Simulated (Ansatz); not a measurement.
# HF with H2S: structure and interaction energy

How do HF and H2S sit together, how strongly do they interact, and which methods get it right?

Program: Ansatz 0.2.0, Gaussian basis. Level of theory: PBE0-D4 structure, single points in def2-TZVPPD. These are calculated values, not measurements.

Levels: PBE-D4, revPBE-D4, BLYP-D4, r2SCAN-D4, B97M-V, PBE0-D4, B3LYP-D4, HSE06-D4, wB97X-V, wB97M-V, B2PLYP, Hartree-Fock, MP2, CCSD, CCSD(T). The reference is CCSD(T) extrapolated to the basis limit.

Cores are frozen in the correlated methods. B3LYP uses VWN-RPA correlation. B2PLYP carries no dispersion term here.

176 further runs of the same task are left out: 176 set aside as unsound or not needed.

### 1 Where the work starts

The pair, from a GFN2-xTB docking trial: 5 atoms, charge 0, spin multiplicity 1.

Atoms are counted from 1 here; the program's logs count them from 0.

Bond lengths: F1–H2 0.947 Å, S3–H4 1.330 Å, S3–H5 1.330 Å. Angles: H4–S3–H5 92.6°.

Coordinates:

```mol
FH3S
  3D, bonds by distance, orders not assigned

  5  3  0  0  0  0  0  0  0  0999 V2000
    0.6533    0.1938   -1.9428 F   0  0
    0.0900    0.0618   -1.1930 H   0  0
   -0.7744   -0.1783    0.7463 S   0  0
    0.1889   -0.9844    1.1833 H   0  0
   -0.1577    0.9071    1.2062 H   0  0
  1  2  8  0
  3  4  8  0
  3  5  8  0
M  END
```

Atoms 1 to 2 are fragment A (HF), the rest fragment B (H2S).

### 2 A first relaxation in a small basis

Input file pre/in.yaml:

```yaml
crystal:
  periodic: [false, false, false]
  atoms:
    - {symbol: F, position_ang: [0.653300, 0.193800, -1.942800]}
    - {symbol: H, position_ang: [0.090000, 0.061800, -1.193000]}
    - {symbol: S, position_ang: [-0.774400, -0.178300, 0.746300]}
    - {symbol: H, position_ang: [0.188900, -0.984400, 1.183300]}
    - {symbol: H, position_ang: [-0.157700, 0.907100, 1.206200]}
basis:
  gaussian: {orbitals: def2-SVP}
hamiltonian: {xc: pbe, dispersion: d4}
relax: {f_tol: 0.03, max_steps: 250}
```

Started as:

```bash
ansatz run in.yaml --threads 2 --pin off --events-out ev --progress --plain --max-ram 5222MiB
```

Further steps of the session: Relaxation at PBE0-D4; PBE-D4/def2-TZVPPD; r2SCAN-D4/def2-TZVPPD; PBE0-D4/def2-TZVPPD; B3LYP-D4/def2-TZVPPD; wB97X-V/def2-TZVPPD; wB97M-V/def2-TZVPPD; B2PLYP/def2-TZVPPD; BLYP-D4/def2-TZVPPD; revPBE-D4/def2-TZVPPD; B97M-V/def2-TZVPPD; HSE06-D4/def2-TZVPPD; CCSD(T)/def2-TZVPPD; MP2/def2-QZVPPD; Vibrations of the pair.

Before running it: what results should come out? Wanted: interaction energy, CCSD(T)/CBS; of it Hartree-Fock; D4 term of PBE0-D4; shortest contact; lowest wavenumber.

As calculated:

| quantity | value |
| --- | --- |
| interaction energy, CCSD(T)/CBS | -221 meV |
| of it Hartree-Fock (basis limit) | -130 meV |
| D4 term of PBE0-D4 | -17 meV |
| shortest contact | H2–S3 2.22 Å |
| lowest wavenumber | 157 cm⁻¹ |

**Reading.** The pair is bound by 221 meV at fixed fragment shapes. Hartree-Fock gives 59 % of it, so electrostatics and correlation both count. The functionals run from B2PLYP, off by -1 meV, to PBE-D4, off by -71 meV, against CCSD(T)/CBS. Mean unsigned error by rung: GGA 47, meta-GGA 34, hybrid 45, screened hybrid 53, range-separated hybrid 18, double hybrid 1 meV. PBE-D4 gives an interaction energy 71 meV too low, an error of 32 % of the reference. CCSD(T) moves by -19 meV from triple zeta to the limit; gaps between functionals far smaller than that don't rank them. A lower arrangement may exist.
